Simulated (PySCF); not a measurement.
**Gas-phase XPS of `[BH3-][NH2+]C`, computed**

Species: CH8BN.
SMILES with atom numbers: `[BH3-:1][NH2+:2][CH3:3]`

The calculation used PySCF, delta-SCF UKS SCAN, pcX-2 on the ionised atom, pcseg-1 elsewhere, spin-free X2C. Each binding energy is the total energy of the core-ionised species, with the hole localised on one atom, minus that of the ground state; both are solved self-consistently, so orbital relaxation is included.

List the computed XPS lines with their assignment.

```csv
atom(s),environment,level,binding energy (eV),count
N2,"nitrogen bonded to B, C and 2 H",N 1s,407.67,1
C3,N-methyl carbon,C 1s,292.62,1
B1,four-coordinate boron,B 1s,193.71,1
```

Express the binding energy of N 1s of N2 (atom 2) in atomic units and per mole.

407.67 eV = 14.9816 Eh = 39334 kJ/mol.

Which effective nuclear charge Zeff reproduces each element's mean 1s value in the hydrogen-like formula E = 13.606 eV × Zeff²?

B (Z = 5): mean 193.7 eV, Zeff = 3.77, Z − Zeff = 1.23; C (Z = 6): mean 292.6 eV, Zeff = 4.64, Z − Zeff = 1.36; N (Z = 7): mean 407.7 eV, Zeff = 5.47, Z − Zeff = 1.53. Means run over the listed sites, weighted by atom count.

Isolated species at its PBE0-D3(BJ)/def2-SVP geometry, gas phase.

The run took 11 s on Arm Neoverse V2, one thread, on a shared host, and the process peaked at 0.37 GiB of memory.
